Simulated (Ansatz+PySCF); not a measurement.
A calculation with Ansatz (development build ahead of 0.2.0).

```yaml
crystal:
  periodic: [false, false, false]
  atoms:
    - { symbol: C, position_ang: [0.0, 0.24643, 0.0] }
    - { symbol: H, position_ang: [0.0, -0.12322, -1.05423] }
    - { symbol: H, position_ang: [0.0, -0.12322, 1.05423] }
basis:
  gaussian: { orbitals: cc-pVTZ }
total_charge: 1
magnetization:
  initial_magnetization: 1
hamiltonian:
  xc: hf
correlation:
  method: ccsd_t
  frozen_orbitals: { C: 1, H: 0 }
```

The input is written out in the form of the current development build from the run's settings. Correlation on restricted open-shell orbitals is semicanonical, with singles.

Output:

```yaml
Converged: yes
Reference_energy: -38.57706 hartree
Correlation_energy: -0.12114 hartree
Total_energy: -38.69821 hartree
Spin_squared_of_the_determinant: 0.750
Stability_test: minimum among restricted orbitals
T1_diagnostic: 0.015
Occupied_orbitals_by_symmetry_in_an_Abelian_subgroup_alpha;_beta: 3 A1 1 B2; 2 A1 1 B2
```
